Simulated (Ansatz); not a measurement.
```yaml
crystal:
  periodic: [false, false, false]
  atoms:
    - {symbol: Ge, position_ang: [-1.136494, -0.410521, -0.003399]}
    - {symbol: P, position_ang: [0.406369, 1.129340, 0.008432]}
    - {symbol: S, position_ang: [2.088600, -0.186070, -0.000662]}
    - {symbol: H, position_ang: [2.973551, 0.800309, 0.006881]}
basis:
  gaussian: {orbitals: def2-TZVP}
hamiltonian: {xc: pbe0}
relax: {f_tol: 0.004, max_steps: 80}
```

```sh
$ ansatz run in.yaml --threads 1 --pin off --events-out ev --progress --plain --max-ram 2176MiB
```

Steps of the relaxation (energy above the last step; positions in Å, forces in eV/Å):

```
4
step 1, 43.7 meV
Ge   -1.136   -0.411   -0.003    0.057    0.240    0.002
P     0.406    1.129    0.008   -0.097   -0.398   -0.003
S     2.089   -0.186   -0.001   -0.299   -0.178   -0.001
H     2.974    0.800    0.007    0.338    0.336    0.003
```

```
4
step 2, 22.8 meV
Ge   -1.197   -0.392   -0.003    0.009    0.123    0.001
P     0.396    1.081    0.008    0.153   -0.284   -0.002
S     2.120   -0.175   -0.001   -0.243   -0.048    0.000
H     3.012    0.819    0.007    0.081    0.210    0.002
```

```
4
step 3, 7.9 meV
Ge   -1.312   -0.330   -0.003    0.210    0.145    0.001
P     0.428    0.963    0.007   -0.024   -0.308   -0.002
S     2.205   -0.195   -0.001   -0.053    0.460    0.003
H     3.011    0.895    0.008   -0.134   -0.297   -0.002
```

```
4
step 4, 4.1 meV
Ge   -1.323   -0.314   -0.003    0.087    0.059    0.000
P     0.441    0.925    0.007   -0.361    0.089    0.001
S     2.201   -0.179   -0.001    0.349    0.008    0.000
H     3.013    0.901    0.008   -0.075   -0.156   -0.001
```

```
4
step 7, 0.0 meV
Ge   -1.313   -0.321   -0.003    0.000    0.000    0.000
P     0.427    0.942    0.007    0.001    0.000    0.000
S     2.202   -0.178   -0.001    0.001    0.002    0.000
H     3.016    0.891    0.008   -0.001   -0.002    0.000
```

Close pairs at the end: S3–H4 1.344 Å, P2–S3 2.099 Å, Ge1–P2 2.151 Å.

A stationary point of restricted PBE0 after 7 steps (its stability towards spin polarisation wasn't tested); no frequencies were run, so it isn't proven a minimum. 28 s on 1 thread of Intel Xeon Platinum 8375C, shared host.
